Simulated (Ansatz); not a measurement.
Pb₃O₄ (P4₂/mbc, No. 135), treated with PBEsol (PAW; Ansatz, an electronic-structure program).

Run with plane-wave cutoff 520 eV, 4×4×6 k mesh (along the axes of the cell as run), Fermi–Dirac smearing 0.01 eV, scalar-relativistic PAW data made under PBE.

Cell (relaxed at this level):

```cif
data_O16Pb12
_chemical_formula_sum 'Pb12 O16'
_space_group_name_H-M_alt 'P42/mbc'
_space_group_IT_number 135
_space_group_name_Hall '-P 4c 2ab'
_cell_length_a 8.83418
_cell_length_b 8.83418
_cell_length_c 6.66968
_cell_angle_alpha 90.000
_cell_angle_beta 90.000
_cell_angle_gamma 90.000
loop_
_atom_site_label
_atom_site_type_symbol
_atom_site_symmetry_multiplicity
_atom_site_Wyckoff_symbol
_atom_site_fract_x
_atom_site_fract_y
_atom_site_fract_z
_atom_site_occupancy
Pb1 Pb 4 d 0.00000 0.50000 0.25000 1
Pb2 Pb 8 h 0.14321 0.16366 0.00000 1
O1 O 8 g 0.17213 0.32787 0.25000 1
O2 O 8 h 0.40699 0.13701 0.00000 1
```

Question: Predict the band gap.

Answer: 
- band gap: 1.17 eV (on the SCF k mesh)

Note: the relaxation could not lower the start's symmetry, so the cell can be a saddle point above a distorted one.

Spin–orbit coupling is not included; with these elements it can move the gap by several tenths of an eV or more.

The computed numbers hold no vibrational or temperature effects.
